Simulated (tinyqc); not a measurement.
Worked calculation: MP2 on RHF in the sto-3g basis, frozen core, for CH3-, spin multiplicity 1. The basis has no diffuse functions, so it cannot describe the extra electron: this is an exercise in the method, not the real anion. One step of it, computed by the program tinyqc.

Question. Iteration 7 (converged): orbitals. Diagonalise F' = X^T F X, C = X C', fill 5 alpha and 5 beta electrons from the bottom; D = 2 C_occ C_occ^T. Each column has its largest component positive (the first on a tie).

converged F (hartree), order 1C 1s, 1C 2s, 1C 2px, 1C 2py, 1C 2pz, 2H 1s, 3H 1s, 4H 1s:
$$\begin{pmatrix}
-10.359198 & -2.819475 & 0.000005 & 0.000000 & 0.002258 & -0.739459 & -0.740310 & -0.740310 \\
-2.819475 & -0.990225 & 0.000188 & 0.000000 & 0.005990 & -0.512157 & -0.512514 & -0.512514 \\
0.000005 & 0.000188 & 0.252924 & 0.000000 & -0.000009 & -0.228905 & 0.114529 & 0.114529 \\
0.000000 & 0.000000 & 0.000000 & 0.252826 & 0.000000 & 0.000000 & -0.198251 & 0.198251 \\
0.002258 & 0.005990 & -0.000009 & 0.000000 & 0.227522 & 0.008436 & 0.008440 & 0.008440 \\
-0.739459 & -0.512157 & -0.228905 & 0.000000 & 0.008436 & -0.109671 & -0.169411 & -0.169411 \\
-0.740310 & -0.512514 & 0.114529 & -0.198251 & 0.008440 & -0.169411 & -0.110052 & -0.169622 \\
-0.740310 & -0.512514 & 0.114529 & 0.198251 & 0.008440 & -0.169411 & -0.169622 & -0.110052
\end{pmatrix}$$

X, order 1C 1s, 1C 2s, 1C 2px, 1C 2py, 1C 2pz, 2H 1s, 3H 1s, 4H 1s:
$$\begin{pmatrix}
1.028497 & -0.168174 & 0.000015 & 0.000000 & 0.000901 & 0.025803 & 0.025811 & 0.025811 \\
-0.168174 & 1.457393 & -0.000280 & 0.000000 & -0.010058 & -0.353586 & -0.354006 & -0.354006 \\
0.000015 & -0.000280 & 1.202796 & 0.000000 & 0.000007 & -0.360198 & 0.180327 & 0.180327 \\
0.000000 & 0.000000 & 0.000000 & 1.202835 & 0.000000 & 0.000000 & -0.312144 & 0.312144 \\
0.000901 & -0.010058 & 0.000007 & 0.000000 & 1.000234 & 0.008237 & 0.008249 & 0.008249 \\
0.025803 & -0.353586 & -0.360198 & 0.000000 & 0.008237 & 1.281262 & -0.034325 & -0.034325 \\
0.025811 & -0.354006 & 0.180327 & -0.312144 & 0.008249 & -0.034325 & 1.281690 & -0.034321 \\
0.025811 & -0.354006 & 0.180327 & 0.312144 & 0.008249 & -0.034325 & -0.034321 & 1.281690
\end{pmatrix}$$

Give: F' = X^T F X; orbital energies; coefficients C; D after iteration 7.

Answer.

F' = X^T F X (hartree):
$$\begin{pmatrix}
-10.1161 & -1.5908 & 0.0000 & 0.0000 & 0.0039 & -0.1154 & -0.1157 & -0.1157 \\
-1.5908 & 0.1386 & -0.0002 & 0.0000 & -0.0115 & -0.4524 & -0.4528 & -0.4528 \\
0.0000 & -0.0002 & 0.6752 & 0.0000 & 0.0000 & -0.5446 & 0.2725 & 0.2725 \\
0.0000 & 0.0000 & 0.0000 & 0.6751 & 0.0000 & 0.0000 & -0.4718 & 0.4718 \\
0.0039 & -0.0115 & 0.0000 & 0.0000 & 0.2280 & 0.0129 & 0.0129 & 0.0129 \\
-0.1154 & -0.4524 & -0.5446 & 0.0000 & 0.0129 & 0.4127 & -0.0652 & -0.0652 \\
-0.1157 & -0.4528 & 0.2725 & -0.4718 & 0.0129 & -0.0652 & 0.4130 & -0.0652 \\
-0.1157 & -0.4528 & 0.2725 & 0.4718 & 0.0129 & -0.0652 & -0.0652 & 0.4130
\end{pmatrix}$$

orbital energies (hartree): MO1 -10.3666, MO2 -0.4105, MO3 -0.0979, MO4 -0.0979, MO5 0.2274, MO6 1.0825, MO7 1.2511, MO8 1.2512

coefficients C, order 1C 1s, 1C 2s, 1C 2px, 1C 2py, 1C 2pz, 2H 1s, 3H 1s, 4H 1s:
$$\begin{pmatrix}
0.9919 & -0.2101 & -0.0001 & 0.0000 & -0.0083 & -0.2449 & 0.0006 & 0.0000 \\
0.0369 & 0.5585 & 0.0003 & 0.0000 & 0.0387 & 1.4877 & -0.0039 & 0.0000 \\
0.0000 & -0.0002 & 0.4518 & 0.0000 & 0.0000 & 0.0024 & 1.1989 & 0.0000 \\
0.0000 & 0.0000 & 0.0000 & 0.4518 & 0.0000 & 0.0000 & 0.0000 & 1.1990 \\
-0.0005 & -0.0090 & 0.0000 & 0.0000 & 0.9993 & -0.0452 & 0.0001 & 0.0000 \\
-0.0074 & 0.2671 & 0.5780 & 0.0000 & -0.0091 & -0.7400 & -0.9728 & 0.0000 \\
-0.0074 & 0.2674 & -0.2888 & 0.5004 & -0.0091 & -0.7371 & 0.4893 & -0.8444 \\
-0.0074 & 0.2674 & -0.2888 & -0.5004 & -0.0091 & -0.7371 & 0.4893 & 0.8444
\end{pmatrix}$$

D after iteration 7, order 1C 1s, 1C 2s, 1C 2px, 1C 2py, 1C 2pz, 2H 1s, 3H 1s, 4H 1s:
$$\begin{pmatrix}
2.0562 & -0.1622 & 0.0000 & 0.0000 & -0.0138 & -0.1268 & -0.1268 & -0.1268 \\
-0.1622 & 0.6296 & 0.0001 & 0.0000 & 0.0672 & 0.2975 & 0.2973 & 0.2973 \\
0.0000 & 0.0001 & 0.4082 & 0.0000 & 0.0000 & 0.5221 & -0.2610 & -0.2610 \\
0.0000 & 0.0000 & 0.0000 & 0.4083 & 0.0000 & 0.0000 & 0.4522 & -0.4522 \\
-0.0138 & 0.0672 & 0.0000 & 0.0000 & 1.9975 & -0.0230 & -0.0230 & -0.0230 \\
-0.1268 & 0.2975 & 0.5221 & 0.0000 & -0.0230 & 0.8111 & -0.1907 & -0.1907 \\
-0.1268 & 0.2973 & -0.2610 & 0.4522 & -0.0230 & -0.1907 & 0.8109 & -0.1908 \\
-0.1268 & 0.2973 & -0.2610 & -0.4522 & -0.0230 & -0.1907 & -0.1908 & 0.8109
\end{pmatrix}$$
